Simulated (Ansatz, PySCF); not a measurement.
This PySCF input computes a CCSD(T)/cc-pVDZ energy:

```python
from pyscf import gto, scf, mp, cc as ccmod

mol = gto.M(
    atom='''
    C    -0.07333892    0.62108440    0.12511202
    O     0.04964478   -0.69228382   -0.18453082
    H    -1.17755159    0.85327864    0.11267856
    H     0.62329492   -1.20666677    0.43207005
    H     0.46134704    0.96838311    1.00345248
    H     0.13578494    1.19676917   -0.82262667
    ''',
    basis='cc-pvdz',
    charge=1,
    spin=1,
    verbose=4,
)

mf = scf.UHF(mol)
mf.conv_tol = 1e-10
mf.max_cycle = 100
mf.kernel()
mo, _, stable, _ = mf.stability(return_status=True)
if not stable:
    mf.kernel(mf.make_rdm1(mo, mf.mo_occ))
mp2 = mp.MP2(mf, frozen=2).run()
cc = ccmod.CCSD(mf, frozen=2)
cc.max_cycle = 100
cc.kernel()
et = cc.ccsd_t()
print(f'E(CCSD(T)) = {cc.e_tot + et:.9f}')
```

Problem. Write an input for the same energy in Ansatz (a program for electronic structure) and say what it gives.

Solution. 
Ansatz 0.2 input:
```yaml
crystal:
  periodic: [false, false, false]
  atoms:
    - {symbol: C, position_ang: [-0.07333892, 0.62108440, 0.12511202]}
    - {symbol: O, position_ang: [0.04964478, -0.69228382, -0.18453082]}
    - {symbol: H, position_ang: [-1.17755159, 0.85327864, 0.11267856]}
    - {symbol: H, position_ang: [0.62329492, -1.20666677, 0.43207005]}
    - {symbol: H, position_ang: [0.46134704, 0.96838311, 1.00345248]}
    - {symbol: H, position_ang: [0.13578494, 1.19676917, -0.82262667]}
basis:
  gaussian:
    orbitals: cc-pVDZ
total_charge: 1
magnetization: {spin_polarized: true, initial_magnetization: 1}
correlation: {method: ccsd_t, electrons: outside_noble_gas}
```
It gives -115.03792 Eh, and PySCF -115.03792 Eh, a difference of 0.00 mEh.
